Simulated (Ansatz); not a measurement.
**Worked example: the enthalpy of formation of HOCN (cyanic acid)**

The species is HOCN (4 atoms), meant as a singlet with charge 0. As SMILES, `N#CO`. The coordinates come from a PBE0-D4/def2-TZVP relaxation.

Total energies at RPA@PBE0/cc-pVTZ, 3 core orbitals frozen (Ansatz 0.2.0); the atoms run unrestricted:

| species | state | energy (Eh) |
| --- | --- | --- |
| HOCN | singlet | -168.572077 |
| N | quartet | -54.575793 |
| C | triplet | -37.832040 |
| O | triplet | -75.049823 |
| H | doublet | -0.516106 |

Harmonic wavenumbers at PBE0-D4/def2-TZVP, in cm⁻¹: 470, 530, 1126, 1243, 2409, 3798.

Measured heats of formation of the gaseous atoms at 298.15 K, in kJ/mol: N 472.4, C 716.9, O 249.2, H 218.0. Spin-orbit lowering of the atoms at 298 K (mean of the ground term's levels less their thermal mean, from spectra), in kJ/mol: C 0.02, O 0.40. Take 1 Eh = 2625.50 kJ/mol, 1 cm⁻¹ = 0.0119627 kJ/mol, RT = 2.479 kJ/mol.

Q: What heat of formation follows?

A: 
1. Electronic atomisation energy: (-54.575793) + (-37.832040) + (-75.049823) + (-0.516106) − (-168.572077) = 0.598315 Eh = 1570.9 kJ/mol.
2. Zero-point energy: half the sum of the wavenumbers, 4788 cm⁻¹ = 57.3 kJ/mol.
3. Thermal vibrational enthalpy, Σ hcν̃/(exp(hcν̃/kT) − 1): 1.3 kJ/mol. Translation, rotation and pV of a non-linear molecule: 4 RT = 9.9 kJ/mol.
4. The 4 free atoms carry 5/2 RT each: 24.8 kJ/mol.
5. Spin-orbit coupling lowers the free atoms by 0.02 + 0.40 = 0.4 kJ/mol.
6. Atomisation enthalpy at 298 K: 1570.9 − 0.4 − 57.3 − 1.3 − 9.9 + 24.8 = 1526.8 kJ/mol.
7. Sum of the atoms' heats of formation: 1656.5 kJ/mol. Heat of formation: 1656.5 − 1526.8 = +129.7 kJ/mol.

The tabulated value is -14.9 kJ/mol (Active Thermochemical Tables), so this level is off by +144.6 kJ/mol, or 8.6 % of the atomisation enthalpy that the table implies (1671.4 kJ/mol). Anharmonicity and any spin-orbit splitting of the molecule are left out, and so is core correlation.
